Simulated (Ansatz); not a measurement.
Results of PBE0+SOC in Ansatz (PAW) for fluorite CdF2.

Numerical settings: plane-wave cutoff 460 eV, 8×8×8 k mesh, Fermi–Dirac smearing 0.01 eV, PAW data made under PBE.

The cell has the measured lattice: a = 5.388 Å, b = 5.388 Å, c = 5.388 Å, α = 90.00°, β = 90.00°, γ = 90.00°.

Task: Predict the band gap and smallest direct gap on the k points sampled.

Result: 
- band gap = 5.95 eV (on the SCF k mesh) (indirect)
- smallest direct gap on the k points sampled = 6.46 eV

Measured, for comparison: band gap 7.8 eV (temperature not stated, no zero-point or thermal correction, indirect W–Γ; as tabulated in Cappellini et al. (2013), arXiv:1302.2571). Computed (rounded) less measured: band gap -1.85 eV.

Note: cell and atoms aren't relaxed at this level (pressure 1.5 GPa).

The computed numbers hold no vibrational or temperature effects.

Ansatz is a quantum-chemistry and plane-wave program.
